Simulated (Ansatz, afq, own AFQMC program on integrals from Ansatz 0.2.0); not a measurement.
# Atomization energy of BSiH3, singlet

```yaml
atoms:
  - { symbol: Si, position_ang: [0.0000, 0.0000, 0.5052] }
  - { symbol: B, position_ang: [0.0000, 0.0000, -1.3160] }
  - { symbol: H, position_ang: [0.0000, 1.2660, 1.2662] }
  - { symbol: H, position_ang: [0.0000, -1.2660, 1.2662] }
  - { symbol: H, position_ang: [0.0000, 0.0000, -2.4954] }
```

Connectivity, by distances: SiH2–BH.

Atoms in their ground-state spins without spin–orbit coupling (mostly on UHF) minus the molecule (RHF), without zero-point energy. The geometry is a stationary point, not shown to be a minimum.

Basis aug-cc-pVDZ. Only valence electrons are correlated. Integrals, coupled cluster, full CI and functionals: Ansatz 0.2.0; the random walks run on the same integrals in our own AFQMC program. ph-AFQMC/CISD is guided by a CISD state made of CCSD amplitudes; releasing the constraint for a short imaginary time cuts its bias at the price of noise, slowly where states lie close. ± is one standard error of the sampling. The errors of all members are added in quadrature.

No full CI on the walks' own integrals is used here; CCSDT(Q) serves as the reference and is uncertain by about the last step of the cluster series. Each member takes its own surest rung, up to full CI.

The best estimate is CCSD(T) at the basis-set limit (CBS: def2-TZVPP and def2-QZVPP, with their diffuse functions for anions and beside diffuse sets, CCSD(T) itself extrapolated) plus the step from CCSD(T) to CCSDT(Q) in aug-cc-pVDZ. Rows without CBS are in aug-cc-pVDZ, the functionals in def2-TZVP; B2PLYP and the wave-function rows carry a basis error of their own. Core correlation and relativity beyond core potentials are missing, and ± holds the sampling alone.

Cautions: BSiH₃ (singlet): restricted determinant unstable towards unrestricted (UHF 27 meV lower, ⟨S²⟩ 0.27), its ph-AFQMC/CISD value lies 22 ± 5 meV above CCSDT(Q).

Best estimate: 315.9 kcal/mol.

```
                      level  atomization energy (kcal/mol)  error against the best estimate (kcal/mol)
                         HF                          227.5                                       -88.3
                        MP2                          287.2                                       -28.6
                       CCSD                          285.4                                       -30.5
                    CCSD(T)                          289.2                                       -26.6
              ph-AFQMC/CISD                    289.5 ± 0.1                                 -26.4 ± 0.1
             released AFQMC                   289.8 ± 0.08                                -26.1 ± 0.08
                     HF/CBS                          235.8                                       -80.1
                    MP2/CBS                          312.6                                        -3.3
                CCSD(T)/CBS                          315.2                                        -0.6
                        PBE                          316.1                                         0.3
                       PBE0                          313.1                                        -2.8
                      B3LYP                          315.7                                        -0.1
                    wB97M-V                          316.7                                         0.9
                     B2PLYP                          311.7                                        -4.2
surest rungs in aug-cc-pVDZ                          289.8                                       -26.0
```

Correlation beyond CCSD(T) adds 0.6 kcal/mol. Going to the basis-set limit adds 26.0 kcal/mol at CCSD(T). The perturbative (T) step is worth +3.9 kcal/mol. The functionals spread over 5.0 kcal/mol; B3LYP and PBE come nearest and B2PLYP is 4.2 kcal/mol too low.

Best estimates are given only where the step beyond CCSD(T) is under 0.3 eV and no member's determinant is very poor (T1 over 0.05, or 0.07 for open shells, ⟨S²⟩ too high by 0.3, two states mixed), so the hardest cases are missing from such tables.

The functionals ran in a triple-zeta set and keep a basis error of their own, a few kJ/mol for each bond in atomization energies and more for double hybrids, so close places among them and the extrapolated levels can swap.

Each member of a difference takes its own highest rung, so a best estimate needn't equal the limit plus the step of one row. A walk keeps the symmetry of its determinant, which the program's search chose and which needn't be the lowest solution, so a lower state of the same spin and another symmetry isn't excluded. Released energies are given only where the last usable release times agree within the noise; a slower fall can still hide under it.
